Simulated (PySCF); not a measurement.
H₃Si, SMILES [SiH3], multiplicity 2. Coordinates come from a PBE-D3(BJ)/def2-TZVPD optimisation. The isomer is the one that the SMILES or the coordinates give; other isomers of the formula were not compared.

All values below come from PBE-D3(BJ)/def2-TZVPD run with PySCF.

Harmonic wavenumbers (cm⁻¹): 710, 895, 895, 2134, 2178, 2178. Rotational constants (GHz): 139.1, 139.1, 82.29; symmetry number 3.

Question: Work out the zero-point energy and the ideal-gas rigid-rotor harmonic-oscillator thermochemistry at 298.15 K and 1 atm.

Answer: ZPE = ½ Σ hcν = ½ × 8990 cm⁻¹ = 53.77 kJ/mol. H − E(el) = 64.26 kJ/mol. Entropy in J/(mol K): translation 151.62, rotation 57.66, vibration 2.43, spin 5.76, total 217.47. G − E(el) = -0.57 kJ/mol. Cp = 40.96 J/(mol K).
